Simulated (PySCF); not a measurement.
Compound: C2H2F2.
InChI=1S/C2H2F2/c1-2(3)4/h1H2

The closed-shell ground state was solved at several levels (PySCF, density fitting, gas phase, non-relativistic). Isolated species at its PBE0-D3(BJ)/def2-SVP geometry, gas phase.

| level | basis functions | total energy (Eh) | HOMO (eV) | LUMO (eV) | gap (eV) | dipole (D) |
| --- | --- | --- | --- | --- | --- | --- |
| BHandHLYP/def2-SVPD | 102 | -276.7480 | -9.02 | 1.13 | 10.15 | 1.43 |
| BHandHLYP/pcSseg-2 | 172 | -277.0619 | -8.94 | 1.43 | 10.37 | 1.32 |
| B3LYP/def2-SVPD | 102 | -276.8768 | -7.61 | 0.01 | 7.62 | 1.28 |
| B3LYP/aug-cc-pVTZ-J | 224 | -277.1876 | -7.55 | -0.29 | 7.26 | 1.20 |
| PBE0/cc-pVDZ | 66 | -276.7994 | -7.49 | 0.86 | 8.35 | 0.94 |
| KT3/pcSseg-2 | 172 | -280.7725 | -6.49 | -0.58 | 5.91 | 1.03 |

(1) What might KT2/pcSseg-2 (172 basis functions) give for the same quantities?

(2) Over all these levels, which gives the widest orbital gap and which the narrowest?

(3) How far do the dipole and the HOMO energy spread over the levels?

## Answers

(1) Total energy -281.1023 Eh, HOMO -6.47 eV, LUMO -0.58 eV, gap 5.89 eV, dipole 1.04 D.

(2) BHandHLYP/pcSseg-2 (global hybrid, 50 % exact exchange) has the widest, 10.37 eV, and KT2/pcSseg-2 (GGA) the narrowest, 5.89 eV. The two share the basis. From the narrowest to the widest the HOMO moves by -2.47 eV and the LUMO by +2.01 eV.

(3) The dipole runs from 0.94 to 1.43 D (mean 1.18 D) and the HOMO from -9.02 to -6.47 eV.
